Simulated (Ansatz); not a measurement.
**C₃H₆OS: up Jacob's ladder to CCSD(T)**

Aim: compute C₃H₆OS with functionals from several rungs and with coupled cluster. The yardstick is the atomisation energy at the CCSD(T) limit.

Method: functionals in def2-TZVPP, the program's frozen cores in correlated methods; program: Ansatz 0.2.0, Gaussian basis.

Levels to be run: LDA (SPW92), PBE-D4, revPBE-D4, BLYP-D4, r2SCAN-D4, B97M-V, PBE0-D4, B3LYP-D4, r2SCANh-D4, r2SCAN0-D4, HSE06-D4, BHLYP-D4, CAM-B3LYP-D4, LC-ωPBE, ωB97X-V, ωB97M-V, B2PLYP, PBE-QIDH; CCSD(T)/def2-SVP; CCSD(T)/def2-TZVPP; MP2/def2-QZVPP; extrapolation to the limit; RPA on PBE.

## Step 1: The geometry

All runs share one geometry, relaxed beforehand with PBE0-D4 in a triple-zeta def2 set.

SMILES `CCSC=O`, 11 atoms, charge 0, spin multiplicity 1.

Atoms are counted from 1 here; the program's logs count them from 0.

Bond lengths: C1–C2 1.515 Å, C1–H6 1.093 Å, C1–H7 1.091 Å, C1–H8 1.090 Å, C2–S3 1.807 Å, C2–H9 1.092 Å, C2–H10 1.091 Å, S3–C4 1.752 Å, C4–O5 1.200 Å, C4–H11 1.106 Å. Angles: C2–C1–H6 110.0°, C2–C1–H7 111.3°, C2–C1–H8 110.7°, H6–C1–H7 108.2°, H6–C1–H8 108.1°, H7–C1–H8 108.5°, C1–C2–S3 113.3°, C1–C2–H9 111.8°, C1–C2–H10 111.4°, S3–C2–H9 105.2°, S3–C2–H10 106.5°, H9–C2–H10 108.3°, C2–S3–C4 100.1°, S3–C4–O5 126.2°, S3–C4–H11 110.8°, O5–C4–H11 123.1°.

## Step 2: LDA

This LDA is Slater exchange with PW92 correlation.

in.yaml

```yaml
crystal:
  periodic: [false, false, false]
  atoms:
    - {symbol: C, position_ang: [0.086772, -0.200059, 1.432521]}
    - {symbol: C, position_ang: [0.512490, 0.703004, 0.293054]}
    - {symbol: S, position_ang: [1.026410, -0.202450, -1.183658]}
    - {symbol: C, position_ang: [-0.535761, -0.515540, -1.912091]}
    - {symbol: O, position_ang: [-1.600002, -0.165275, -1.482676]}
    - {symbol: H, position_ang: [-0.185364, 0.401737, 2.303821]}
    - {symbol: H, position_ang: [0.891796, -0.877204, 1.723633]}
    - {symbol: H, position_ang: [-0.781441, -0.795404, 1.148567]}
    - {symbol: H, position_ang: [1.372274, 1.318880, 0.563762]}
    - {symbol: H, position_ang: [-0.299415, 1.363733, -0.015296]}
    - {symbol: H, position_ang: [-0.422459, -1.088223, -2.850939]}
basis:
  gaussian: {orbitals: def2-TZVPP}
hamiltonian: {xc: lda}
output: {orbitals: {seedname: orbitals}}
```

On the command line:

```
ansatz run in.yaml --threads 4 --pin off --events-out ev --progress --plain --max-ram 10444MiB
```

After this run come: PBE-D4 (GGA); revPBE-D4 (GGA); BLYP-D4 (GGA); r2SCAN-D4 (meta-GGA); B97M-V (meta-GGA); B3LYP-D4 (hybrid); r2SCANh-D4 (hybrid); r2SCAN0-D4 (hybrid); HSE06-D4 (hybrid); BHLYP-D4 (hybrid); CAM-B3LYP-D4 (range-separated); LC-ωPBE (range-separated); ωB97X-V (range-separated); ωB97M-V (range-separated); B2PLYP (double hybrid); PBE-QIDH (double hybrid); CCSD(T) in def2-SVP; CCSD(T) in def2-TZVPP; MP2 in def2-QZVPP; RPA on PBE orbitals.

Before running them: what should the planned runs give, taken together? Wanted: atomisation energy, CCSD(T)/CBS; farthest beyond LDA; mean size of error, GGA; mean size of error, meta-GGA; mean size of error, hybrid; mean size of error, range-separated; mean size of error, double hybrid; gap, smallest and largest; T1 diagnostic.

As calculated:

| quantity | value |
| --- | --- |
| atomisation energy, CCSD(T)/CBS | 4333.4 kJ/mol |
| functionals within 21.7 kJ/mol (0.5 %) | BLYP-D4, B3LYP-D4, r2SCANh-D4, CAM-B3LYP-D4, LC-ωPBE, ωB97X-V, PBE-QIDH |
| farthest beyond LDA | BHLYP-D4 (-149.7 kJ/mol) |
| mean size of error, GGA | 67.0 kJ/mol |
| mean size of error, meta-GGA | 30.8 kJ/mol |
| mean size of error, hybrid | 48.1 kJ/mol |
| mean size of error, range-separated | 15.0 kJ/mol |
| mean size of error, double hybrid | 25.2 kJ/mol |
| gap, smallest and largest | 4.27 eV (LDA (SPW92)), 11.75 eV (LC-ωPBE) |
| T1 diagnostic | 0.0151 |
| triples share of the correlation energy | 4.4 % |

In words: LDA overbinds by 695.1 kJ/mol (16 %). PBE-D4 misses by +144.4 kJ/mol. Double hybrids carry the basis error of their MP2 part in triple zeta, and no dispersion term here, so their miss is partly the set-up's. By mean error the best rung here is range-separated (15.0 kJ/mol) and the worst beyond LDA is GGA (67.0 kJ/mol). The gap between the best rungs is small, so their order is not settled. Misses under about 21.7 kJ/mol are within the doubt on the reference itself, which lacks core-valence correlation, relativity and higher excitations. Hartree-Fock recovers 72 % of the binding; the rest is correlation. CCSD(T) in def2-SVP is off by -208.5 kJ/mol, more than most functionals: a good method in a small basis is no reference. The gap grows from 4.3 to 11.7 eV across the functionals, mostly with the share of exact exchange.
